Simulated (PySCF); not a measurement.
Stepwise substitution at one centre (Si OH-H). Gas-phase values, no solvent. One relaxed conformer stands for each flexible species; it need not be the lowest. Strings in code marks are SMILES.

Quantity: redistribution energy (mixed species minus the weighted end members), in kJ/mol.

A: 1 of 4 OH replaced by H: `O[SiH](O)O`
B: 2 of 4 OH replaced by H: `O[SiH2]O` (H–O–Si–O torsion 66°, O–Si–O–H torsion 66°)
C: 3 of 4 OH replaced by H: `O[SiH3]`

### Question
Rank these by redistribution energy (mixed species minus the weighted end members) (lowest first), as PBE0-D3(BJ)/def2-TZVP (PySCF) gives it.

### Answer
A (17.04 kJ/mol), B (23.59 kJ/mol), C (28.18 kJ/mol)
